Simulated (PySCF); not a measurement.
O3, charge -1, doublet, geometry from GFN2-xTB (a state made from the parent by changing its charge; the spin is typed, not shown lowest) (in this run its highest filled SCF level lies above zero, so its values depend strongly on the basis, on diffuse functions most of all); BLYP/STO-3G in PySCF.

Input for PySCF:
```python
from pyscf import gto, scf, dft

mol = gto.M(
    atom='''
O     1.13637858   -0.23245903    0.05644501
O     0.00065138    0.46397079   -0.01013412
O    -1.13702995   -0.23151176   -0.04631090
''',
    basis='sto-3g',
    charge=-1,
    spin=1,
    verbose=4,
)

mf = dft.UKS(mol)
mf.xc = 'blyp'
mf.kernel()
mf.analyze()
```

Write the output that PySCF gives for this input, abridged.


```
PySCF version 2.14.0

[INPUT] verbose = 4
[INPUT] num. atoms = 3
[INPUT] num. electrons = 25
[INPUT] charge = -1
[INPUT] spin (= nelec alpha-beta = 2S) = 1
[INPUT] symmetry False subgroup None
[INPUT] Mole.unit = angstrom
[INPUT] Symbol           X                Y                Z      unit          X                Y                Z       unit  Magmom
[INPUT]  1 O      1.136378580000  -0.232459030000   0.056445010000 AA    2.147444290022  -0.439283901882   0.106665609998 Bohr   0.0
[INPUT]  2 O      0.000651380000   0.463970790000  -0.010134120000 AA    0.001230929803   0.876777722898  -0.019150711313 Bohr   0.0
[INPUT]  3 O     -1.137029950000  -0.231511760000  -0.046310900000 AA   -2.148675200928  -0.437493821016  -0.087514917582 Bohr   0.0

nuclear repulsion = 65.6609106904173
number of shells = 9
number of NR pGTOs = 45
number of NR cGTOs = 15
basis = sto-3g
ecp = {}

******** <class 'pyscf.dft.uks.UKS'> ********
method = UKS
initial guess = minao
damping factor = 0
level_shift factor = 0
DIIS = <class 'pyscf.scf.diis.CDIIS'>
diis_start_cycle = 1
diis_space = 8
diis_damp = 0
SCF conv_tol = 1e-09
SCF conv_tol_grad = None
SCF max_cycles = 50
direct_scf = True
direct_scf_tol = 1e-13
number electrons alpha = 13  beta = 12
XC library pyscf.dft.libxc version 7.1.2
    S. Lehtola, C. Steigemann, M. J. T. Oliveira, and M. A. L. Marques,  SoftwareX 7, 1–5 (2018)
XC functionals = blyp
    A. D. Becke,  Phys. Rev. A 38, 3098 (1988)
    C. Lee, W. Yang, and R. G. Parr,  Phys. Rev. B 37, 785 (1988)
    B. Miehlich, A. Savin, H. Stoll, and H. Preuss,  Chem. Phys. Lett. 157, 200 (1989)
radial grids:
    Treutler-Ahlrichs [JCP 102, 346 (1995); DOI:10.1063/1.469408] (M4) radial grids

becke partition: Becke, JCP 88, 2547 (1988); DOI:10.1063/1.454033
pruning grids: <function nwchem_prune>
grids dens level: 3
symmetrized grids: False
atomic radii adjust function: <function treutler_atomic_radii_adjust>
small_rho_cutoff = 0
Set gradient conv threshold to 3.16228e-05
tot grids = 42248
init E= -222.651465623186

cycle= 1 E= -222.077298980934  delta_E= 0.574  |g|= 0.392  |ddm|= 2.01
cycle= 2 E= -221.894840206046  delta_E= 0.182  |g|= 0.631  |ddm|= 1.16
cycle= 3 E= -222.164096237994  delta_E= -0.269  |g|= 0.0321  |ddm|= 0.816
cycle= 4 E= -222.164732268764  delta_E= -0.000636  |g|= 0.00119  |ddm|= 0.0378
cycle= 5 E= -222.16473322117  delta_E= -9.52e-07  |g|= 0.000216  |ddm|= 0.00174
cycle= 6 E= -222.164732958962  delta_E= 2.62e-07  |g|= 0.000605  |ddm|= 0.00123
cycle= 7 E= -222.164733258971  delta_E= -3e-07  |g|= 7.11e-05  |ddm|= 0.0011
cycle= 8 E= -222.164733263627  delta_E= -4.66e-09  |g|= 2.91e-06  |ddm|= 0.000139
cycle= 9 E= -222.164733263636  delta_E= -8.53e-12  |g|= 1.41e-07  |ddm|= 7.87e-06
Extra cycle  E= -222.164733263636  delta_E=    0  |g|= 2.13e-07  |ddm|= 7.05e-07
converged SCF energy = -222.164733263636  <S^2> = 0.75009135  2S+1 = 2.0000913
**** SCF Summaries ****
Total Energy =                        -222.164733263635526
Nuclear Repulsion Energy =              65.660910690417282
One-electron Energy =                 -449.206919933876009
Two-electron Energy =                  161.381275979823215
Two-electron Coulomb Energy =          187.767107718866328
DFT Exchange-Correlation Energy =      -26.385831739043105
**** MO energy ****
                             alpha | beta                alpha | beta
MO #1   energy= -18.2467154636373  | -18.2423291862269  occ= 1 | 1
MO #2   energy= -17.9791719179586  | -17.9742339233974  occ= 1 | 1
MO #3   energy= -17.9791257001352  | -17.9741883162384  occ= 1 | 1
MO #4   energy= -0.625707567558731 | -0.610479023252653 occ= 1 | 1
MO #5   energy= -0.380093269509568 | -0.363128474566559 occ= 1 | 1
MO #6   energy= -0.14022358865194  | -0.119311382587534 occ= 1 | 1
MO #7   energy= 0.0841525516391884 | 0.0957404438393376 occ= 1 | 1
MO #8   energy= 0.0921883433416026 | 0.113993326850859  occ= 1 | 1
MO #9   energy= 0.104900998545205  | 0.129507872710527  occ= 1 | 1
MO #10  energy= 0.305842897151042  | 0.351185634265917  occ= 1 | 1
MO #11  energy= 0.351118776031975  | 0.36080043948305   occ= 1 | 1
MO #12  energy= 0.358588010253442  | 0.368672523945167  occ= 1 | 1
MO #13  energy= 0.398336781500474  | 0.444925171816806  occ= 1 | 0
MO #14  energy= 0.63152772812945   | 0.645527684468278  occ= 0 | 0
MO #15  energy= 0.724756011059475  | 0.73736650422522   occ= 0 | 0

To work with the spin densities directly, `use mulliken_meta_spin()` only printing them here.

 ** Mulliken spin pop alpha/beta on meta-lowdin orthogonal AOs **
 ** Mulliken Spin Density (per AO)  **
spin_pop of  0 O 1s       -0.00000
spin_pop of  0 O 2s        0.00175
spin_pop of  0 O 2px      -0.00074
spin_pop of  0 O 2py       0.00040
spin_pop of  0 O 2pz       0.35752
spin_pop of  1 O 1s       -0.00000
spin_pop of  1 O 2s        0.00346
spin_pop of  1 O 2px      -0.00040
spin_pop of  1 O 2py      -0.00336
spin_pop of  1 O 2pz       0.28244
spin_pop of  2 O 1s       -0.00000
spin_pop of  2 O 2s        0.00175
spin_pop of  2 O 2px      -0.00074
spin_pop of  2 O 2py       0.00040
spin_pop of  2 O 2pz       0.35752
 ** Mulliken Spin Density (per atom)  **
spin density of  0 O =      0.35893
spin density of  1 O =      0.28213
spin density of  2 O =      0.35893
 ** Mulliken pop alpha/beta on meta-lowdin orthogonal AOs **
 ** Mulliken pop       alpha | beta **
pop of  0 O 1s        0.99998 | 0.99998
pop of  0 O 2s        0.95884 | 0.95708
pop of  0 O 2px       0.59122 | 0.59196
pop of  0 O 2py       0.85726 | 0.85686
pop of  0 O 2pz       0.99869 | 0.64117
pop of  1 O 1s        0.99996 | 0.99996
pop of  1 O 2s        0.90074 | 0.89728
pop of  1 O 2px       0.54577 | 0.54618
pop of  1 O 2py       0.74261 | 0.74597
pop of  1 O 2pz       0.99895 | 0.71651
pop of  2 O 1s        0.99998 | 0.99998
pop of  2 O 2s        0.95884 | 0.95708
pop of  2 O 2px       0.59007 | 0.59080
pop of  2 O 2py       0.85760 | 0.85720
pop of  2 O 2pz       0.99950 | 0.64198
In total            13.00000 | 12.00000
 ** Mulliken atomic charges   ( Nelec_alpha | Nelec_beta ) **
charge of  0O =     -0.45304  (     4.40599      4.04705 )
charge of  1O =     -0.09392  (     4.18803      3.90589 )
charge of  2O =     -0.45304  (     4.40599      4.04705 )

WARN: System has nonzero charge -1; the dipole moment is origin-dependent.
Location of origin: [0. 0. 0.]

Dipole moment(X, Y, Z, Debye):  0.00082,  0.58683, -0.01282
```
